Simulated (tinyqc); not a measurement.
Inside a calculation. Method: Hueckel theory of the pi electrons with the omega technique, for the molecule ClC1=CC=C1 (SMILES; centres numbered as the heavy atoms are written). One step of it, computed by the program tinyqc.

Task: Omega technique, round 1. h_r = h_r(0) + omega q_r, omega = 1.4, with q_r = z_r - P_rr; 0.7 of the old diagonal is kept.

Hueckel matrix in units of beta (H = alpha + beta A), order 1Cl, 2C, 3C, 4C, 5C:
```
[[2.000000, 0.400000, 0.000000, 0.000000, 0.000000],
 [0.400000, 0.000000, 1.000000, 0.000000, 1.000000],
 [0.000000, 1.000000, 0.000000, 1.000000, 0.000000],
 [0.000000, 0.000000, 1.000000, 0.000000, 1.000000],
 [0.000000, 1.000000, 0.000000, 1.000000, 0.000000]]
```

charge and bond-order matrix P, order 1Cl, 2C, 3C, 4C, 5C:
```
[[1.957205, 0.243236, -0.046471, -0.142391, -0.046471],
 [0.243236, 0.508671, 0.484465, 0.479604, 0.484465],
 [-0.046471, 0.484465, 1.503432, 0.512943, -0.496568],
 [-0.142391, 0.479604, 0.512943, 0.527260, 0.512943],
 [-0.046471, 0.484465, -0.496568, 0.512943, 1.503432]]
```

Centres:
```
centre  z_r, pi electrons of the neutral centre         h
1Cl                                           2  2.000000
2C                                            1  0.000000
3C                                            1  0.000000
4C                                            1  0.000000
5C                                            1  0.000000
```

Give: matrix after round 1.

Result:

matrix after round 1, order 1Cl, 2C, 3C, 4C, 5C:
```
[[2.018, 0.400, 0.000, 0.000, 0.000],
 [0.400, 0.206, 1.000, 0.000, 1.000],
 [0.000, 1.000, -0.211, 1.000, 0.000],
 [0.000, 0.000, 1.000, 0.199, 1.000],
 [0.000, 1.000, 0.000, 1.000, -0.211]]
```
